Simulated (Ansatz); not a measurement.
```yaml
crystal:
  periodic: [false, false, false]
  atoms:
    - {symbol: C, position_ang: [0.000000, 0.000000, 0.000000]}
    - {symbol: As, position_ang: [0.000000, 0.000000, 1.813500]}
basis:
  gaussian: {orbitals: def2-TZVP}
magnetization: {spin_polarized: true, initial_magnetization: 1}
hamiltonian: {xc: pbe0}
relax: {f_tol: 0.004, max_steps: 80}
```

```sh
$ ansatz run in.yaml --threads 1 --pin off --events-out ev --progress --plain --max-ram 2176MiB
```

Steps of the relaxation (energy above the last step; positions in Å, forces in eV/Å):

```
2
step 1, 351.4 meV
C     0.000    0.000    0.000    0.000    0.000    4.026
As    0.000    0.000    1.813    0.000    0.000   -4.026
```

```
2
step 2, 50.6 meV
C     0.000    0.000    0.048    0.000    0.000    1.894
As    0.000    0.000    1.765    0.000    0.000   -1.894
```

```
2
step 3, 11.0 meV
C     0.000    0.000    0.085    0.000    0.000   -1.019
As    0.000    0.000    1.729    0.000    0.000    1.019
```

```
2
step 6, 0.0 meV
C     0.000    0.000    0.074    0.000    0.000    0.000
As    0.000    0.000    1.740    0.000    0.000    0.000
```

Close pairs at the end: C1–As2 1.666 Å.

A stationary point of unrestricted PBE0 after 6 steps, with ⟨S²⟩ = 0.833 against 0.75 for a pure state. 26 s on 1 thread of Intel Xeon Platinum 8259CL, shared host.
